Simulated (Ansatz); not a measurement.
`CC(O)CF` + HCl → `CC(O)Cl` + `CF` at 600 K and 1 bar (substitution at a C–C bond).

Gas-phase electronic energies from Ansatz, PBE0-D4/def2-TZVP geometries. CCSD(T)/CBS adds triple-zeta CCSD(T) − MP2 to the extrapolated MP2 energy (def2 sets, frozen cores). This one scheme is used for every species. One conformer a species, not always the lowest.

```json
{"species": "`CC(O)CF`", "CCSD(T)/CBS energy (Eh)": "-293.33195", "H − E (kJ/mol)": "323.2", "S (J/(mol·K))": "402.6"}
{"species": "HCl", "CCSD(T)/CBS energy (Eh)": "-460.38127", "H − E (kJ/mol)": "35.4", "S (J/(mol·K))": "207.2"}
{"species": "`CC(O)Cl`", "CCSD(T)/CBS energy (Eh)": "-614.06791", "H − E (kJ/mol)": "233.5", "S (J/(mol·K))": "365.8"}
{"species": "`CF`", "CCSD(T)/CBS energy (Eh)": "-139.63461", "H − E (kJ/mol)": "127.6", "S (J/(mol·K))": "254.6"}
```

H − E and S are ideal-gas, rigid-rotor, harmonic terms from PBE0-D4/def2-TZVP, for one conformer and one mirror image of each species. 1 Eh = 2625.50 kJ/mol, R = 8.31446 J/(mol·K).

By hand: ΔE, ΔH, ΔS and ΔG.

ΔE = (-614.06791) + (-139.63461) − (-293.33195) − (-460.38127) = 0.01070 Eh = 28.1 kJ/mol. Δ(H − E) = 233.5 + 127.6 − 323.2 − 35.4 = 2.5, so ΔH = 30.6 kJ/mol. ΔS = 365.8 + 254.6 − 402.6 − 207.2 = 10.6 J/(mol·K). ΔG = 30.6 − 600 × (10.6)/1000 = 24.2 kJ/mol.

By hand: the equilibrium constant, and the temperature at which ΔG would vanish if ΔH and ΔS stayed fixed.

log₁₀ K = −ΔG/(RT ln 10) = -2.1. ΔG = 0 at ΔH/ΔS = 2887 K, far beyond where these terms or the molecules hold.

The number of gas molecules stays the same, so ΔS is small and ΔH decides. A doubt of 5 kJ/mol in ΔE shifts log₁₀ K by 0.4 here. Other conformers and mirror images would add mixing entropy, several J/(mol·K) or more a flexible species. These are equilibria of isolated gas molecules and say nothing of rates. Largest T1 diagnostic: 0.010 (customary marks: 0.02 for closed shells, 0.045 for open ones).
